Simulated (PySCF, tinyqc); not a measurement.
LCCD on RHF in the sto-3g basis, frozen core, for BH, spin multiplicity 1, step by step. The lowest restricted solution is unstable here: a spin-polarised one lies 0.0058 hartree lower (PySCF). Computed by tinyqc, a small Python program that keeps every step (integrals from PySCF). Settings: charge = 0, multiplicity = 1, basis = sto-3g, method = RHF, frozen orbitals = 1, energy threshold = 1e-10, iteration cap = 72, orthogonalisation = symmetric, start = atomic densities, DIIS depth = 6, amplitude equations = LCCD, DIIS depth for amplitudes = 0, cap on updates = 85. Command: `OMP_NUM_THREADS=1 python tinyqc.py 24368 24369 out.jsonl` (the two numbers bound the seeds that draw the settings). One thread of a shared host (Intel(R) Xeon(R) Processor @ 2.60GHz), about 0.1 s of CPU time with the checks. The early iterations of the SCF are left out here.

## One-electron integrals

Geometry (angstrom):
```
atom         x         y         z
B     0.000000  0.000000  0.000000
H     0.000000  0.000000  1.589000
```

Basis sto-3g: exponents (1/bohr^2) and contraction coefficients of normalised primitives:
```
element  l (shell)   exponent  coefficient
B            s (1)  48.791113     0.154329
B            s (1)   8.887362     0.535328
B            s (1)   2.405267     0.444635
B            s (2)   2.236956    -0.099967
B            s (2)   0.519821     0.399513
B            s (2)   0.169062     0.700115
B            p (3)   2.236956     0.155916
B            p (3)   0.519821     0.607684
B            p (3)   0.169062     0.391957
H            s (1)   3.425251     0.154329
H            s (1)   0.623914     0.535328
H            s (1)   0.168855     0.444635
```

Overlap, kinetic and nuclear-attraction integrals over the contracted functions; the nuclear repulsion is the sum of Za Zb / Rab.

nuclear repulsion = 1.66512653 hartree

overlap S:
```
           1B 1s     1B 2s    1B 2px    1B 2py    1B 2pz     2H 1s
1B 1s   1.000000  0.269328  0.000000  0.000000  0.000000  0.027271
1B 2s   0.269328  1.000000  0.000000  0.000000  0.000000  0.293598
1B 2px  0.000000  0.000000  1.000000  0.000000  0.000000  0.000000
1B 2py  0.000000  0.000000  0.000000  1.000000  0.000000  0.000000
1B 2pz  0.000000  0.000000  0.000000  0.000000  1.000000  0.341156
2H 1s   0.027271  0.293598  0.000000  0.000000  0.341156  1.000000
```

kinetic energy T (hartree):
```
            1B 1s      1B 2s    1B 2px    1B 2py    1B 2pz      2H 1s
1B 1s   10.826302  -0.047967  0.000000  0.000000  0.000000  -0.007883
1B 2s   -0.047967   0.359168  0.000000  0.000000  0.000000   0.019005
1B 2px   0.000000   0.000000  1.123881  0.000000  0.000000   0.000000
1B 2py   0.000000   0.000000  0.000000  1.123881  0.000000   0.000000
1B 2pz   0.000000   0.000000  0.000000  0.000000  1.123881   0.080930
2H 1s   -0.007883   0.019005  0.000000  0.000000  0.080930   0.760032
```

nuclear attraction V (hartree):
```
             1B 1s      1B 2s     1B 2px     1B 2py     1B 2pz      2H 1s
1B 1s   -23.480414  -3.229055   0.000000   0.000000  -0.010422  -0.328792
1B 2s    -3.229055  -4.102385   0.000000   0.000000  -0.102411  -0.965796
1B 2px    0.000000   0.000000  -4.049988   0.000000   0.000000   0.000000
1B 2py    0.000000   0.000000   0.000000  -4.049988   0.000000   0.000000
1B 2pz   -0.010422  -0.102411   0.000000   0.000000  -4.115765  -1.054064
2H 1s    -0.328792  -0.965796   0.000000   0.000000  -1.054064  -2.887172
```

core Hamiltonian H = T + V (hartree):
```
             1B 1s      1B 2s     1B 2px     1B 2py     1B 2pz      2H 1s
1B 1s   -12.654111  -3.277022   0.000000   0.000000  -0.010422  -0.336675
1B 2s    -3.277022  -3.743217   0.000000   0.000000  -0.102411  -0.946791
1B 2px    0.000000   0.000000  -2.926107   0.000000   0.000000   0.000000
1B 2py    0.000000   0.000000   0.000000  -2.926107   0.000000   0.000000
1B 2pz   -0.010422  -0.102411   0.000000   0.000000  -2.991885  -0.973134
2H 1s    -0.336675  -0.946791   0.000000   0.000000  -0.973134  -2.127140
```

## Two-electron integrals

Functions are numbered as in S; the eight-fold symmetry (ij|kl) = (ji|kl) = (kl|ij) leaves the list below.

Two-electron integrals (ij|kl) in chemists' order, unique and non-zero (hartree):
```
(11|11) 2.923513   (21|11) 0.518376   (21|21) 0.109262   (22|11) 0.744229
(22|21) 0.193177   (22|22) 0.544804   (31|31) 0.020264   (32|31) 0.029996
(32|32) 0.120346   (33|11) 0.742491   (33|21) 0.193240   (33|22) 0.544682
(33|33) 0.586773   (41|41) 0.020264   (42|41) 0.029996   (42|42) 0.120346
(43|43) 0.031630   (44|11) 0.742491   (44|21) 0.193240   (44|22) 0.544682
(44|33) 0.523513   (44|44) 0.586773   (51|51) 0.020264   (52|51) 0.029996
(52|52) 0.120346   (53|53) 0.031630   (54|54) 0.031630   (55|11) 0.742491
(55|21) 0.193240   (55|22) 0.544682   (55|33) 0.523513   (55|44) 0.523513
(55|55) 0.586773   (61|11) 0.052225   (61|21) 0.010972   (61|22) 0.019485
(61|33) 0.019403   (61|44) 0.019403   (61|51) 0.000762   (61|52) 0.001421
(61|55) 0.019659   (61|61) 0.001134   (62|11) 0.152738   (62|21) 0.040417
(62|22) 0.129137   (62|33) 0.125239   (62|44) 0.125239   (62|51) 0.004378
(62|52) 0.029050   (62|55) 0.136799   (62|61) 0.004328   (62|62) 0.046660
(63|31) 0.003628   (63|32) 0.017918   (63|53) 0.005119   (63|63) 0.004470
(64|41) 0.003628   (64|42) 0.017918   (64|54) 0.005119   (64|64) 0.004470
(65|11) 0.155185   (65|21) 0.041544   (65|22) 0.139877   (65|33) 0.132733
(65|44) 0.132733   (65|51) 0.007350   (65|52) 0.045768   (65|55) 0.154002
(65|61) 0.004610   (65|62) 0.058693   (65|65) 0.076790   (66|11) 0.331999
(66|21) 0.089333   (66|22) 0.324071   (66|33) 0.306768   (66|44) 0.306768
(66|51) 0.010112   (66|52) 0.092255   (66|55) 0.358188   (66|61) 0.009639
(66|62) 0.160375   (66|65) 0.217233   (66|66) 0.774606
```

## Orthogonalisation

S = U s U^T; symmetric (Loewdin) form X = U s^(-1/2) U^T, so that X^T S X = 1.

eigenvalues of S: 0.520202  0.801754  1.000000  1.000000  1.177225  1.500820

X:
```
            1B 1s      1B 2s    1B 2px    1B 2py     1B 2pz      2H 1s
1B 1s    1.029620  -0.146828  0.000000  0.000000  -0.006350   0.020501
1B 2s   -0.146828   1.069614  0.000000  0.000000   0.045882  -0.174265
1B 2px   0.000000   0.000000  1.000000  0.000000   0.000000   0.000000
1B 2py   0.000000   0.000000  0.000000  1.000000   0.000000   0.000000
1B 2pz  -0.006350   0.045882  0.000000  0.000000   1.051506  -0.196668
2H 1s    0.020501  -0.174265  0.000000  0.000000  -0.196668   1.090484
```

## Iteration 8 (converged): orbitals

converged F (hartree):
```
            1B 1s      1B 2s    1B 2px    1B 2py     1B 2pz      2H 1s
1B 1s   -7.362029  -2.148002  0.000000  0.000000  -0.017963  -0.226251
1B 2s   -2.148002  -1.016593  0.000000  0.000000  -0.002608  -0.329247
1B 2px   0.000000   0.000000  0.257830  0.000000   0.000000   0.000000
1B 2py   0.000000   0.000000  0.000000  0.257830   0.000000   0.000000
1B 2pz  -0.017963  -0.002608  0.000000  0.000000  -0.020849  -0.322822
2H 1s   -0.226251  -0.329247  0.000000  0.000000  -0.322822  -0.222295
```

Diagonalise F' = X^T F X, C = X C', fill 3 alpha and 3 beta electrons from the bottom; D = 2 C_occ C_occ^T. Each column has its largest component positive (the first on a tie).

F' = X^T F X (hartree):
```
           1          2         3         4          5          6
1  -7.184432  -1.114330  0.000000  0.000000  -0.037841   0.012331
2  -1.114330  -0.537572  0.000000  0.000000   0.090696  -0.232161
3   0.000000   0.000000  0.257830  0.000000   0.000000   0.000000
4   0.000000   0.000000  0.000000  0.257830   0.000000   0.000000
5  -0.037841   0.090696  0.000000  0.000000   0.106047  -0.351162
6   0.012331  -0.232161  0.000000  0.000000  -0.351162  -0.030315
```

orbital energies (hartree): MO1 -7.366435, MO2 -0.491202, MO3 -0.245551, MO4 0.257830, MO5 0.257830, MO6 0.456916

coefficients C:
```
              MO1        MO2        MO3       MO4        MO5        MO6
1B 1s    0.992551  -0.243642  -0.165670  0.000000   0.000000  -0.100855
1B 2s    0.026955   0.784404   0.627695  0.000000   0.000000   0.433693
1B 2px   0.000000   0.000000   0.000000  0.985971  -0.166919   0.000000
1B 2py   0.000000   0.000000   0.000000  0.166919   0.985971   0.000000
1B 2pz   0.003796   0.135323  -0.575119  0.000000   0.000000   0.892972
2H 1s   -0.004558   0.425006  -0.534997  0.000000   0.000000  -0.889803
```

D after iteration 8:
```
            1B 1s      1B 2s    1B 2px    1B 2py     1B 2pz      2H 1s
1B 1s    2.143931  -0.536700  0.000000  0.000000   0.132154  -0.038881
1B 2s   -0.536700   2.020034  0.000000  0.000000  -0.509498  -0.005123
1B 2px   0.000000   0.000000  0.000000  0.000000   0.000000   0.000000
1B 2py   0.000000   0.000000  0.000000  0.000000   0.000000   0.000000
1B 2pz   0.132154  -0.509498  0.000000  0.000000   0.698177   0.730365
2H 1s   -0.038881  -0.005123  0.000000  0.000000   0.730365   0.933745
```

Within a degenerate level the vectors are fixed only up to a rotation; this is one choice.

## Convergence

Stop when the energy changes by less than 1e-10 hartree and every element of the error matrix X^T (F D S - S D F) X is below 3e-06.

Course of the cycle:
```
iteration   E (hartree)     change  largest element of the error matrix
1          -24.56814839          -                             3.00e-01
2          -24.67104576  -1.03e-01                             1.93e-01
3          -24.70207174  -3.10e-02                             4.18e-02
4          -24.70427326  -2.20e-03                             4.26e-03
5          -24.70430727  -3.40e-05                             3.00e-04
6          -24.70430739  -1.26e-07                             1.14e-05
7          -24.70430739  -2.65e-10                             4.56e-08
8          -24.70430739  -3.55e-15                             2.55e-11
```

PySCF RHF in the same basis = -24.70430739 hartree

Converged in 8 iterations.

## Integrals over molecular orbitals

(pq|rs) = sum C_ip C_jq C_kr C_ls (ij|kl), one index at a time.

one-electron integrals over orbitals h = C^T H C (hartree):
```
            1          2          3          4          5          6
1  -12.641236   0.300813   0.193397   0.000000   0.000000   0.119616
2    0.300813  -2.935315  -0.241119   0.000000   0.000000  -0.435671
3    0.193397  -0.241119  -2.689695   0.000000   0.000000   0.353068
4    0.000000   0.000000   0.000000  -2.926107   0.000000   0.000000
5    0.000000   0.000000   0.000000   0.000000  -2.926107   0.000000
6    0.119616  -0.435671   0.353068   0.000000   0.000000  -2.476681
```

Two-electron integrals over orbitals (pq|rs), unique and non-zero (hartree); the lowest 1 orbital is frozen and left out:
```
(22|22) 0.491073    (32|22) -0.034315   (32|32) 0.112619    (33|22) 0.437046
(33|32) 0.029872    (33|33) 0.491866    (42|42) 0.076956    (43|42) 0.043965
(43|43) 0.045234    (44|22) 0.465102    (44|32) 0.072956    (44|33) 0.456761
(44|44) 0.586773    (52|52) 0.076956    (53|52) 0.043965    (53|53) 0.045234
(54|54) 0.031630    (55|22) 0.465102    (55|32) 0.072956    (55|33) 0.456761
(55|44) 0.523513    (55|55) 0.586773    (62|22) 0.043620    (62|32) 0.037036
(62|33) -0.009152   (62|44) 0.088523    (62|55) 0.088523    (62|62) 0.103490
(63|22) 0.008817    (63|32) -0.100987   (63|33) -0.040656   (63|44) -0.078846
(63|55) -0.078846   (63|62) -0.061440   (63|63) 0.120048    (64|42) 0.030782
(64|43) 0.001669    (64|64) 0.027665    (65|52) 0.030782    (65|53) 0.001669
(65|65) 0.027665    (66|22) 0.503796    (66|32) -0.060809   (66|33) 0.462160
(66|44) 0.449320    (66|55) 0.449320    (66|62) 0.013694    (66|63) 0.034551
(66|66) 0.556603
```

## LCCD: starting amplitudes

t_ij^ab = <ij||ab> / (e_i + e_j - e_a - e_b), whose energy is MP2.

Starting amplitudes (spin orbitals 1a, 1b, ...; amplitudes related by a flip of all spins are not repeated):
```
from      to          t
3a 3b  6a 6b  -0.085447
2a 2b  6a 6b  -0.054576
2a 2b  5a 5b  -0.051370
2a 2b  4a 4b  -0.051370
3a 3b  4a 4b  -0.044931
3a 3b  5a 5b  -0.044931
2a 3b  6a 6b   0.037223
2a 3b  4a 4b  -0.035104
2a 3b  5a 5b  -0.035104
```

correlation energy = -0.03862459 hartree

## LCCD: amplitude update 1

t_ij^ab D_ij^ab are set to the remaining terms of the spin-orbital equations, evaluated with the old amplitudes; for the doubles these are <ij||ab> + 1/2 <ab||ef> t_ij^ef + 1/2 <mn||ij> t_mn^ab + P(ij)P(ab) <mb||ej> t_im^ae, D the orbital-energy denominators (linear CCD).

Amplitudes after update 1 (spin orbitals 1a, 1b, ...; amplitudes related by a flip of all spins are not repeated):
```
from      to          t
3a 3b  6a 6b  -0.118138
2a 2b  5a 5b  -0.073843
2a 2b  4a 4b  -0.073843
2a 2b  6a 6b  -0.070907
3a 3b  4a 4b  -0.069814
3a 3b  5a 5b  -0.069814
2a 3b  5a 5b  -0.059615
2a 3b  4a 4b  -0.059615
2a 3b  6a 6b   0.057495
```

correlation energy = -0.05675056 hartree

## LCCD: amplitude update 2

As before.

Amplitudes after update 2 (spin orbitals 1a, 1b, ...; amplitudes related by a flip of all spins are not repeated):
```
from      to          t
3a 3b  6a 6b  -0.131480
3a 3b  4a 4b  -0.085391
3a 3b  5a 5b  -0.085391
2a 2b  5a 5b  -0.085086
2a 2b  4a 4b  -0.085086
2a 2b  6a 6b  -0.075412
2a 3b  4a 4b  -0.074771
2a 3b  5a 5b  -0.074771
2a 3b  6a 6b   0.067751
```

correlation energy = -0.06588383 hartree

## LCCD: convergence

E_corr = 1/4 sum <ij||ab> t_ij^ab; stop when the norm of the change is below 1e-8.

Course of the amplitude iterations:
```
update  correlation energy (hartree)  norm of the change
0                        -0.03862459                   -
1                        -0.05675056            1.65e-01
2                        -0.06588383            9.09e-02
3                        -0.07072098            5.26e-02
4                        -0.07337490            3.14e-02
5                        -0.07486947            1.92e-02
6                        -0.07572838            1.20e-02
7                        -0.07623021            7.57e-03
8                        -0.07652753            4.85e-03
9                        -0.07670585            3.14e-03
10                       -0.07681397            2.05e-03
11                       -0.07688018            1.34e-03
12                       -0.07692110            8.87e-04
13                       -0.07694660            5.88e-04
...                              ...                 ...
28                       -0.07699088            1.40e-06
29                       -0.07699091            9.37e-07
30                       -0.07699092            6.27e-07
31                       -0.07699094            4.20e-07
32                       -0.07699094            2.82e-07
33                       -0.07699095            1.89e-07
34                       -0.07699095            1.26e-07
35                       -0.07699096            8.46e-08
36                       -0.07699096            5.67e-08
37                       -0.07699096            3.80e-08
38                       -0.07699096            2.54e-08
39                       -0.07699096            1.70e-08
40                       -0.07699096            1.14e-08
41                       -0.07699096            7.64e-09
```

Converged amplitudes (spin orbitals 1a, 1b, ...; amplitudes related by a flip of all spins are not repeated):
```
from      to          t
3a 3b  6a 6b  -0.140909
3a 3b  4a 4b  -0.116454
3a 3b  5a 5b  -0.116454
2a 2b  5a 5b  -0.097880
2a 2b  4a 4b  -0.097880
2a 3b  4a 4b  -0.097068
2a 3b  5a 5b  -0.097068
2a 3b  6a 6b   0.077697
2a 2b  6a 6b  -0.075921
```

LCCD total energy = -24.78129835 hartree

Converged in 41 updates.
